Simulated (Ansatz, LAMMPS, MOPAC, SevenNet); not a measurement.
## Ladder of methods for the c axis length of wurtzite GaN

Reference value: 5.185 Å (measured, room temperature, no zero-point or thermal correction; as tabulated in Lucero et al. (2012), arXiv:1111.4515).

Task: What do Stillinger–Weber GaN.sw, PM6 semi-empirical Hartree-Fock (MOPAC), SevenNet-l3i5, LDA, PBE, PBE-D4, r²SCAN, r²SCANh, Hartree–Fock give, and how far is each from the reference?

Result: 
```json
[
 {"level (code)": "Stillinger–Weber GaN.sw (LAMMPS)", "value (Å)": "5.210", "difference (%)": "+0.48"},
 {"level (code)": "PM6 semi-empirical Hartree-Fock (MOPAC)", "value (Å)": "5.482", "difference (%)": "+5.73"},
 {"level (code)": "SevenNet-l3i5", "value (Å)": "5.242", "difference (%)": "+1.10"},
 {"level (code)": "LDA (Ansatz)", "value (Å)": "5.138", "difference (%)": "-0.91"},
 {"level (code)": "PBE (Ansatz)", "value (Å)": "5.243", "difference (%)": "+1.12"},
 {"level (code)": "PBE-D4 (Ansatz)", "value (Å)": "5.190", "difference (%)": "+0.10"},
 {"level (code)": "r²SCAN (Ansatz)", "value (Å)": "5.184", "difference (%)": "-0.02"},
 {"level (code)": "r²SCANh (Ansatz)", "value (Å)": "5.169", "difference (%)": "-0.31"},
 {"level (code)": "Hartree–Fock (Ansatz)", "value (Å)": "5.173", "difference (%)": "-0.23"}
]
```

The reference is not for a static lattice or low temperature, so close values are not ranked against it. Off by more than 1.75 %, or 2.45 % on the side where a correction would as a rule narrow the miss (bounds picked here): PM6 semi-empirical Hartree-Fock (MOPAC) (+5.73 %).

The measured value isn't corrected to a static lattice, so vibrations enter the comparison.  PM6 semi-empirical Hartree-Fock (MOPAC): the method was fitted mainly to molecules. PM6 semi-empirical Hartree-Fock (MOPAC): the run uses a supercell at the zone centre in place of a k mesh. Cutoffs and k meshes differ between the levels. Ansatz's density-functional and Hartree–Fock values are scalar-relativistic unless marked +SOC, with PAW data made under PBE.

Empirical potentials (Stillinger–Weber GaN.sw) are fitted to chosen data: where that held the value shown, agreement is built in, and what lay outside the fit can be far off. Machine-learned potentials (SevenNet-l3i5) are trained on DFT data: a solid inside that data is no test of them.

Differences are worked out from the printed values.

Ansatz is a quantum-chemistry and plane-wave program.
